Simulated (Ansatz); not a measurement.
The inner images of a band of H$_{3}$MgSSi (6 atoms, charge 1, multiplicity 1) are given out of order.

Computed with RKS B3LYP-D4/cc-pVDZ in Ansatz 0.2.0.

Image 0:

```xyz
6
Properties=species:S:1:pos:R:3
Mg -2.055 -0.080 -1.005
Si 0.513 0.237 -0.149
S 1.084 -0.584 1.691
H -3.638 -0.309 -1.479
H 1.709 0.920 -0.742
H 2.388 -0.185 1.683
```

Image 6:

```xyz
6
Properties=species:S:1:pos:R:3
Mg -0.935 -1.709 -1.773
Si -0.301 0.364 -0.184
S 0.453 -0.352 1.682
H -1.628 1.005 0.020
H 0.670 1.149 -0.996
H 1.740 -0.457 1.252
```

Question: Put them in order from the first end to the last, with their energies above the first end.
A.
```xyz
6
Properties=species:S:1:pos:R:3
Mg -1.820 -1.898 -1.208
Si -0.066 0.414 -0.334
S 0.550 -0.697 1.366
H -1.419 0.989 -0.414
H 1.006 1.266 -0.931
H 1.750 -0.073 1.522
```
B.
```xyz
6
Properties=species:S:1:pos:R:3
Mg -1.967 -0.757 0.412
Si 0.915 0.724 -1.210
S 0.502 -0.667 0.553
H -2.809 -0.243 -0.918
H 2.157 1.242 -0.499
H 1.202 -0.299 1.663
```
C.
```xyz
6
Properties=species:S:1:pos:R:3
Mg -1.807 -0.194 -0.644
Si 0.819 0.468 -0.746
S 0.661 -0.715 1.014
H -3.418 -0.481 -0.856
H 2.099 1.246 -0.639
H 1.645 -0.324 1.871
```
D.
```xyz
6
Properties=species:S:1:pos:R:3
Mg -2.665 -1.556 -0.185
Si 0.177 0.698 -0.414
S 0.532 -0.622 1.172
H -1.232 0.428 -0.905
H 1.410 1.184 -1.109
H 1.778 -0.132 1.441
```
E.
```xyz
6
Properties=species:S:1:pos:R:3
Mg -2.466 -0.972 0.339
Si 0.387 0.668 -0.966
S 0.317 -0.416 0.913
H -1.665 -0.010 -0.911
H 1.862 1.056 -0.824
H 1.564 -0.325 1.449
```

Answer: C (+40.3 kJ/mol), B (+42.1 kJ/mol), E (+111.0 kJ/mol), D (+58.4 kJ/mol), A (-12.7 kJ/mol).

The run took 10 min on 1 thread of Arm Neoverse N1, on a shared host, peak memory 0.14 GiB.
